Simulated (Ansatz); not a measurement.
Reaction (substitution at a C–Mg bond): `[CH3][Mg][NH2]` + `O[SiH]` → `CO[SiH]` + `[NH2][MgH]`

Isolated molecules relaxed with PBE0-D4/def2-TZVP in Ansatz; ΔE leaves out vibrations. CBS: MP2 limit from def2 TZ/QZ plus the TZ coupled-cluster correction, frozen cores. This one scheme is used for every species. DFT in def2-TZVPP. HSE06 is defined as in plane-wave codes. For Mg outer-core shells are correlated without core-valence functions, which leaves a few kJ/mol of doubt a bond. One conformer a species, not always the lowest.

| level | ΔE (kJ/mol) | difference from CCSD(T)/CBS |
| --- | --- | --- |
| LDA (SPW92) | 68.3 | -16.4 |
| PBE-D4 | 72.8 | -11.9 |
| revPBE-D4 | 67.8 | -16.9 |
| BLYP-D4 | 66.4 | -18.3 |
| r2SCAN-D4 | 75.3 | -9.4 |
| HSE06-D4 | 73.0 | -11.7 |
| BHLYP-D4 | 65.2 | -19.5 |
| PBE-QIDH | 77.3 | -7.4 |
| PBE0 | 74.9 | -9.8 |
| r2SCANh | 75.9 | -8.8 |
| HF/def2-SVP | 47.3 | -37.4 |
| HF/def2-TZVPP | 57.4 | -27.3 |
| MP2/def2-QZVPP | 89.6 | 4.9 |
| HF/CBS(def2) | 57.5 | -27.2 |
| MP2/CBS(def2) | 92.9 | 8.2 |
| CCSD/CBS(def2) | 83.5 | -1.2 |
| CCSD(T)/CBS | 84.7 | 0 |

Largest T1 diagnostic among the species: 0.016.

In def2-TZVPP, CCSD(T) changes the Hartree–Fock value by +19.5 kJ/mol (the triples alone add +1.2 kJ/mol) and MP2 by +27.7 kJ/mol. The D4 term adds −4.7 kJ/mol with B3LYP and −2.4 kJ/mol with PBE0; it sums over pairs of atoms, weighted by their polarisabilities, and B3LYP, whose exchange is more repulsive, gets the larger term.

B3LYP here is the variant with VWN-RPA as its local correlation; programs differ in this.
